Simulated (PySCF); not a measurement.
# C6H5: the cost of one run

Programs: PySCF 2.14.0, with density-fitted response routines of our own. Each step states its level of theory. These are calculated values for one molecule in the gas phase, unless marked as measured. Atoms are numbered from 0 throughout.

**1. The molecule as given**

11 atoms, charge 0, multiplicity 2; geometry from: GFN2-xTB.

Bonds of the start (Å): C0–C1 1.36, C1–C2 1.39, C2–C3 1.38, C3–C4 1.38, C4–C5 1.39, C5–C0 1.36, C1–H6 1.08, C2–H7 1.08, C3–H8 1.08, C4–H9 1.08, C5–H10 1.08.

**2. Relaxing the molecule at PBE0-D3(BJ)/def2-TZVP**

What the job is given:

```
{"job": {"xc": "PBE0", "basis": "def2-TZVP", "d3": "d3bj", "grid": 2, "kind": "geom"}, "charge": 0, "multiplicity": 2}
C     -1.325020     0.334430     0.022190
C     -0.419900     1.352660     0.018370
C      0.930400     1.006820    -0.005110
C      1.298980    -0.327820    -0.023260
C      0.342950    -1.327200    -0.016910
C     -1.010240    -0.992830     0.006360
H     -0.719780     2.389720     0.032590
H      1.680730     1.784700    -0.010440
H      2.346880    -0.592490    -0.043700
H      0.635690    -2.367520    -0.029620
H     -1.765370    -1.764440     0.010390
```

**Question.** How long does this first job take on 4 threads of AMD EPYC 9R45 (Zen 5), shared host?

About 62 s.
